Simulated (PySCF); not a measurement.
Magnesium: a sound run and one with changed settings

Sound run: Mg [Ne] 3s2, Mg⁺ [Ne] 3s1. Calculation: PySCF 2.14, in def2-SVP (4s3p1d, 18 functions); the non-relativistic Hamiltonian (point nucleus). In the sound run the correlated levels freeze [Ne]. The sound run starts from symmetry-adapted Hartree-Fock orbitals and uses a fine grid where one is needed.

A second run was set up differently.

| species | method | sound run (hartree) | changed run (hartree) | converged |
| --- | --- | --- | --- | --- |
| Mg | UHF | -199.53481 | -197.00735 | yes |
| Mg | MN15 | -199.88504 | -196.76496 | yes |
| Mg | BP86 | -200.01127 | -197.45448 | yes |
| Mg | MP2 | -199.55492 | -197.02783 | yes |
| Mg | CCSD(T) | -199.56676 | -197.04357 | yes |
| Mg⁺ | UHF | -199.29272 | -196.96676 | yes |
| Mg⁺ | MN15 | -199.60677 | -196.67728 | yes |
| Mg⁺ | BP86 | -199.72707 | -197.34996 | yes |

Ionisation energy of Mg:

| method | sound run (eV) | changed run (eV) |
| --- | --- | --- |
| UHF | 6.588 | 1.105 |
| MN15 | 7.572 | 2.386 |
| BP86 | 7.734 | 2.844 |
| MP2 | 7.135 | 1.662 |
| SCS-MP2 | 7.244 | 1.773 |
| CCSD | 7.457 | 2.090 |
| CCSD(T) | 7.457 | 2.090 |
| CCSDT | 7.457 | 2.090 |
| FCI | 7.457 | 2.090 |

(1) What was changed?
A. level shift left on
B. minimal basis
C. angular grid far too coarse
D. radial grid too coarse

## Answers

(1) B. It used basis STO-3G. A minimal basis cannot let orbitals breathe on ionisation and holds almost no correlation.
